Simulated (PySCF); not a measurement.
Match the calculated data to a structure.

| technique | computed result |
| --- | --- |
| UV, first state | lowest singlet excitation: 7.15 eV (173 nm, f = 0.008) [TDDFT B3LYP/def2-SVPD] |
| UV, strongest line | among the 8 lowest singlet transitions: S8 at 8.03 eV (154 nm, f = 0.039) [TDDFT B3LYP/def2-SVPD] |
| Rotational structure | rotational constants A, B, C: 6.555, 2.816, 2.445 GHz [GFN2-xTB] |
| Dipole | 0.11 D [B3LYP/def2-SVPD] |
| Polarisability | 69.0 au [B3LYP/def2-SVPD] |
| Triplet | lowest triplet excitation (Tamm–Dancoff): 7.06 eV [TDA B3LYP/def2-SVPD] |

The electronic properties come from PySCF, for the isolated species, density fitting. Levels stand in brackets. Geometry: GFN2-xTB; no solvent, vibrations or thermal averaging.

Task: Which candidate is it?
A. `C=C/C(C)=C/C`
B. `C[C@H]1CC12CC2`
C. `C[C@H]1C=CCC1`
D. `C=CC/C=C\C`

Result: B. It is `C[C@H]1CC12CC2`. Numbering: `[CH3:1][C@H:2]1[CH2:3][C:4]12[CH2:5][CH2:6]2`. Its formula, C6H10, gives 2 degrees of unsaturation: 2 rings and 0 π bonds in the structure found. The optimised geometry has point group C1 and is an asymmetric top.

The others, at the same levels:
- `C=CC/C=C\C` fails: its computed lowest singlet excitation is 6.08 eV (204 nm, f = 0.196) (against 7.15 eV), lowest triplet excitation (Tamm–Dancoff) is 4.39 eV (against 7.06 eV) and static isotropic polarisability is 76.6 au (against 69.0 au).
- `C[C@H]1C=CCC1` fails: its computed lowest singlet excitation is 6.39 eV (194 nm, f = 0.021) (against 7.15 eV), lowest triplet excitation (Tamm–Dancoff) is 4.42 eV (against 7.06 eV) and strongest line among the 8 lowest singlet transitions is S2 at 6.77 eV (183 nm, f = 0.209) (against S8 at 8.03 eV).
- `C=C/C(C)=C/C` fails: its computed lowest singlet excitation is 5.64 eV (220 nm, f = 0.704) (against 7.15 eV), lowest triplet excitation (Tamm–Dancoff) is 3.29 eV (against 7.06 eV) and static isotropic polarisability is 80.1 au (against 69.0 au).

Each candidate is one conformer, not necessarily the lowest. Dipoles, sizes and rotational constants follow the conformer. The torsions of the flexible species, by atom-mapped SMILES:
- `[CH2:1]=[CH:2][CH2:3]/[CH:4]=[CH:5]\[CH3:6]`: C1–C2–C3–C4 -117°, C2–C3–C4–C5 -111°
- `[CH2:1]=[CH:2]/[C:3]([CH3:4])=[CH:5]/[CH3:6]`: C1–C2–C3–C4 0°

The conformers of `C[C@H]1C=CCC1` aren't listed.
